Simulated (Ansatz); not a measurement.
Q: Name a neutral molecule of C, F, N and H with HOMO energy (PBE0/def2-TZVPP) between -8.30 and -8.00 eV and size of the dipole moment (ωB97M-V/def2-TZVPP) between 2.70 and 3.00 D (Ansatz, PBE0-D4/def2-TZVP geometry).

A: `FCNCF` (-8.20 eV, 2.95 D); `N=CN=CF` (-8.27 eV, 2.77 D). Other molecules can fit too; these were computed, each in one conformer that needn't be the lowest.
